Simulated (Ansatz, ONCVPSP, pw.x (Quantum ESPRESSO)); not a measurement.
What a changed setting does to a pw.x run (fcc Ta)

Potential: optimised norm-conserving Vanderbilt (ONCV), ONCVPSP 4.0.1.1 (patched build), PBEsol; core [Kr] 4d10 4f14, reference 5s2 5p6 5d3 6s2; waves: 5s+6s: rc 2.05 bohr, ncon 4, nbas 7, qcut 5.6 1/bohr, 2 projectors; 5p: rc 1.60 bohr, ncon 4, nbas 8, qcut 9.6 1/bohr, 2 projectors, debl 0.6 Ha; 5d: rc 3.00 bohr, ncon 4, nbas 9, qcut 5.2 1/bohr, 2 projectors, debl 0.4 Ha; local part: polynomial inside 1.35 bohr (lpopt 5, dvloc0 1 Ha); core correction: none. In the p channel the program set the typed energies aside and used -1.449, 0.250 Ha.

The reference run (k-mesh 14³, cutoffs 80/320 Ry, Fermi–Dirac 0.01 Ry, mixing_beta 0.4, conv_thr 1e-9, no spin) gives -3.38 GPa at 18.281 Å³/atom, where all-electron LAPW gives -0.64 GPa. This run, with its own iteration cap, changes tot_charge to -2, a wrong or extreme entry chosen on purpose.

```
&control
  calculation='scf', prefix='x', pseudo_dir='./', outdir='./tmp', tstress=.true., disk_io='none'
/
&system
  ibrav=0, nat=1, ntyp=1, ecutwfc=80, ecutrho=320, nbnd=14,
  occupations='smearing', smearing='fd', degauss=0.01, tot_charge=-2
/
&electrons
  conv_thr=1e-09, mixing_beta=0.4, electron_maxstep=70
/
ATOMIC_SPECIES
Ta 1.0 Ta.UPF
CELL_PARAMETERS angstrom
  0.00000000 2.09085212 2.09085212
  2.09085212 0.00000000 2.09085212
  2.09085212 2.09085212 0.00000000
ATOMIC_POSITIONS crystal
Ta 0.0000 0.0000 0.0000
K_POINTS automatic
14 14 14 0 0 0
```

```bash
pw.x < Ta.scf.in > Ta.scf.out
```

How does the run end?

It converges in 8 iterations; the free energy moves by +38.09 eV/atom and the pressure by +371.59 GPa. The cell is charged against a uniform background, so energy and pressure depend on the zero of the potential and are not those of the crystal.

```
Message from routine setup:
     using ibrav=0 with symmetry is DISCOURAGED, use correct ibrav instead
     lattice parameter (alat)  =       5.5878  a.u.
     unit-cell volume          =     123.3663 (a.u.)^3
     number of electrons       =        15.00
     number of Kohn-Sham states=           14
     kinetic-energy cutoff     =      80.0000  Ry
     charge density cutoff     =     320.0000  Ry
     scf convergence threshold =      1.0E-09
     Exchange-correlation= PBESOL
     number of k points=   104  Fermi-Dirac smearing, width (Ry)=  0.0100
     iteration #  1     ecut=    80.00 Ry     beta= 0.40
     total energy              =    -113.87432575 Ry
     estimated scf accuracy    <       1.03490345 Ry
     iteration #  2     ecut=    80.00 Ry     beta= 0.40
     total energy              =    -113.87600519 Ry
     estimated scf accuracy    <       0.12202524 Ry
     iteration #  3     ecut=    80.00 Ry     beta= 0.40
     total energy              =    -113.90390815 Ry
     estimated scf accuracy    <       0.00053667 Ry
     [... 2 iterations left out ...]
     iteration #  6     ecut=    80.00 Ry     beta= 0.40
     total energy              =    -113.90400094 Ry
     estimated scf accuracy    <       0.00000004 Ry
     iteration #  7     ecut=    80.00 Ry     beta= 0.40
     total energy              =    -113.90400094 Ry
     estimated scf accuracy    <          1.5E-09 Ry
     iteration #  8     ecut=    80.00 Ry     beta= 0.40
     the Fermi energy is    19.9230 ev
!    total energy              =    -113.90400094 Ry
     estimated scf accuracy    <          1.8E-10 Ry
     smearing contrib. (-TS)   =      -0.00408002 Ry
     The total energy is F=E-TS. E is the sum of the following terms:
     one-electron contribution =     -15.66777134 Ry
     hartree contribution      =      15.25046535 Ry
     xc contribution           =     -15.42963434 Ry
     ewald contribution        =     -98.05298059 Ry
     convergence has been achieved in   8 iterations
          total   stress  (Ry/bohr**3)                   (kbar)     P=     3682.09
     Message from routine punch:
     Nothing written, as per user request (disk_io='none')
```

The run took about 29 s on one core of a shared host (Neoverse-N1, 64 threads, 124 GiB, load 47).
